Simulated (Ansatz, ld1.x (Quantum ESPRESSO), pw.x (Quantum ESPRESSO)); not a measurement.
# What a changed setting does to a pw.x run (sc W)

Potential: norm-conserving Troullier–Martins (Kleinman–Bylander form), ld1.x (Quantum ESPRESSO) 7.5, LDA (PW92); core [Xe] 4f14, reference 5d4 6s1.5 6p0.5; waves: 6p (bound): rc 2.65 bohr; 5d (bound): rc 1.70 bohr; 6s (bound): rc 1.95 bohr; local part: the s channel; core correction: a·sin(br)/r model core inside 1.00 bohr.

The reference run (k-mesh 13³, cutoffs 70/280 Ry, Fermi–Dirac 0.01 Ry, mixing_beta 0.4, conv_thr 1e-9, no spin) gives 1.17 GPa at 17.539 Å³/atom, where all-electron LAPW gives -2.36 GPa. This run, with its own iteration cap, changes mixing_mode to TF.

```
&control
  calculation='scf', prefix='x', pseudo_dir='./', outdir='./tmp', tstress=.true., disk_io='none'
/
&system
  ibrav=0, nat=1, ntyp=1, ecutwfc=70, ecutrho=280, nbnd=10,
  occupations='smearing', smearing='fd', degauss=0.01
/
&electrons
  conv_thr=1e-09, mixing_beta=0.4, electron_maxstep=50, mixing_mode='TF'
/
ATOMIC_SPECIES
W 1.0 W.UPF
CELL_PARAMETERS angstrom
  2.59817426 0.00000000 0.00000000
  0.00000000 2.59817426 0.00000000
  0.00000000 0.00000000 2.59817426
ATOMIC_POSITIONS crystal
W 0.0000 0.0000 0.0000
K_POINTS automatic
13 13 13 0 0 0
```

```bash
pw.x < W.scf.in > W.scf.out
```

Problem. How does the run end?

Solution. It converges in 8 iterations; the free energy moves by +0.0 meV/atom and the pressure by +0.00 GPa. The result is that of the reference run.

```
Message from routine setup:
     using ibrav=0 with symmetry is DISCOURAGED, use correct ibrav instead
     lattice parameter (alat)  =       4.9098  a.u.
     unit-cell volume          =     118.3590 (a.u.)^3
     number of electrons       =         6.00
     number of Kohn-Sham states=           10
     kinetic-energy cutoff     =      70.0000  Ry
     charge density cutoff     =     280.0000  Ry
     scf convergence threshold =      1.0E-09
     Exchange-correlation= PW
     number of k points=    84  Fermi-Dirac smearing, width (Ry)=  0.0100
     iteration #  1     ecut=    70.00 Ry     beta= 0.40
     total energy              =     -46.08038903 Ry
     estimated scf accuracy    <       0.02352103 Ry
     iteration #  2     ecut=    70.00 Ry     beta= 0.40
     total energy              =     -46.07527039 Ry
     estimated scf accuracy    <       0.00987553 Ry
     iteration #  3     ecut=    70.00 Ry     beta= 0.40
     total energy              =     -46.07661493 Ry
     estimated scf accuracy    <       0.00007827 Ry
     iteration #  4     ecut=    70.00 Ry     beta= 0.40
     c_bands:  1 eigenvalues not converged
     c_bands:  1 eigenvalues not converged
     total energy              =     -46.07663670 Ry
     estimated scf accuracy    <       0.00003274 Ry
     iteration #  5     ecut=    70.00 Ry     beta= 0.40
     total energy              =     -46.07663878 Ry
     estimated scf accuracy    <       0.00000046 Ry
     iteration #  6     ecut=    70.00 Ry     beta= 0.40
     total energy              =     -46.07663889 Ry
     estimated scf accuracy    <       0.00000008 Ry
     iteration #  7     ecut=    70.00 Ry     beta= 0.40
     total energy              =     -46.07663890 Ry
     estimated scf accuracy    <          1.1E-09 Ry
     iteration #  8     ecut=    70.00 Ry     beta= 0.40
     the Fermi energy is    13.4264 ev
!    total energy              =     -46.07663890 Ry
     estimated scf accuracy    <          3.9E-10 Ry
     smearing contrib. (-TS)   =      -0.00324900 Ry
     The total energy is F=E-TS. E is the sum of the following terms:
     one-electron contribution =      10.64150483 Ry
     hartree contribution      =       0.42965830 Ry
     xc contribution           =     -36.34086991 Ry
     ewald contribution        =     -20.80368312 Ry
     convergence has been achieved in   8 iterations
          total   stress  (Ry/bohr**3)                   (kbar)     P=       11.76
     Message from routine punch:
     Nothing written, as per user request (disk_io='none')
```

The run took about 9.9 s on one core of a shared host (Neoverse-V2, 64 threads, 251 GiB, load 37).
